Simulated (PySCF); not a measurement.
**The bond of NaAl, level by level**

One table from this session's results is given with a row withheld; the runs are named, their logs left out.

Program: PySCF 2.14.0. Level of theory: Na aug-cc-pVDZ, Al aug-cc-pV(D+d)Z, no relativity. These are calculated values, not measurements.

The first run:

A driver script around PySCF takes these settings:

```
atoms                         : Na, Al
charge                        : 0
basis                         : Na aug-cc-pVDZ, Al aug-cc-pV(D+d)Z
Hamiltonian                   : no relativity
basis functions               : 59
electrons treated             : 24
masses in u                   : 22.9898, 26.9815
levels                        : PBE0, PBE, r²SCAN, PW91, B97-3, B2PLYP, CAM-B3LYP, HF, MP2, SCS-MP2, CCSD, CCSD(T)
grid                          : 80 radial by 434 angular points
occupations                   : held fixed by the projection of orbital angular momentum
dissociation limit            : Na + Al, each in its ground configuration
starting distance in angstrom : 2.770
values of 2S to try           : 0, 2
```

On the command line:

```sh
$ OMP_NUM_THREADS=1 python dia.py task.json out
```

Among the steps run: Input; The PBE0 curve of the state that the search chose; Higher solutions at PBE0; PBE (GGA); r²SCAN (meta-GGA); PW91; B97-3 (global hybrid GGA); B2PLYP (double hybrid); CAM-B3LYP (range-separated hybrid); RHF; Correlated methods on the Hartree–Fock reference.

One table of the session follows, with a row left open; its other results are not shown here.

It belongs to the step «Constants by level of theory». 

| level | Re (Å) | ωe (cm⁻¹) | De (eV) |
| --- | --- | --- | --- |
| RHF | 3.217 | 187.8 | -0.153 |
| RHF-MP2 | 3.203 | 186.0 | 0.478 |
| RHF-SCS-MP2 | 3.208 | 184.4 | 0.53 |
| RHF-CCSD | 3.211 | 178.5 | 0.65 |
| RHF-CCSD(T) | 3.218 | 175.2 | 0.70 |
| PBE | 3.162 | 182.6 | 0.83 |
| PW91 | ? | ? | ? |
| r²SCAN | 3.183 | 183.6 | 0.62 |
| PBE0 | 3.150 | 189.9 | 0.71 |
| B97-3 | 3.135 | 192.4 | 0.89 |
| CAM-B3LYP | 3.097 | 199.2 | 0.65 |
| B2PLYP | 3.158 | 187.3 | 0.68 |

Q: Estimate the row for PW91 from the others.

The run gave: Re (Å): 3.160; ωe (cm⁻¹): 182.6; De (eV): 0.85. In the column «Re (Å)» it lies between B2PLYP (3.158) and PBE (3.162).

De is counted to Na + Al in their ground configurations.
